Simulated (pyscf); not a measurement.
PySCF, gas phase, ωB97X-D3(BJ)/def2-SVP geometries. MP2 and CC: frozen core, UHF for open shells. ΔMP2 is the change of the MP2 total energy from the triple- to the quadruple-zeta basis.

Question: Estimate the classical barrier height and the reaction energy of GeH₄ (SMILES [GeH4]) + HC≡CH (SMILES C#C) → H₂C=CH–GeH₃ (SMILES C=[CH][GeH3]) at CCSD(T)/def2-TZVPP + ΔMP2(QZVPP). The step runs on the singlet surface, breaks Ge–H and forms C–Ge, C–H; take the separated reactants as zero.

Answer: ΔE‡ = 236.5 kJ/mol, ΔE = -173.8 kJ/mol. Zero-point energy shifts the barrier by +2.7 kJ/mol. It is an addition across a multiple bond or ene-type step, with an imaginary mode of 784i cm⁻¹. From the product side, •HC=CH₂ + GeH₃• lies, by one bond made or cut, 25.2 kJ/mol under this saddle at ωB97M-D3(BJ). This is the saddle that the search found; another between the same sides may lie lower. The CCSD(T) − MP2 part came from Ansatz, without density fitting, on the same reference. The frozen core leaves the outer d or s,p core shells of the metals and heavy elements correlated in the MP2 and CC values, and def2-TZVPP describes them poorly, which can shift differences by a few kcal/mol. Elements up to Kr have no core potential and no relativistic terms here.
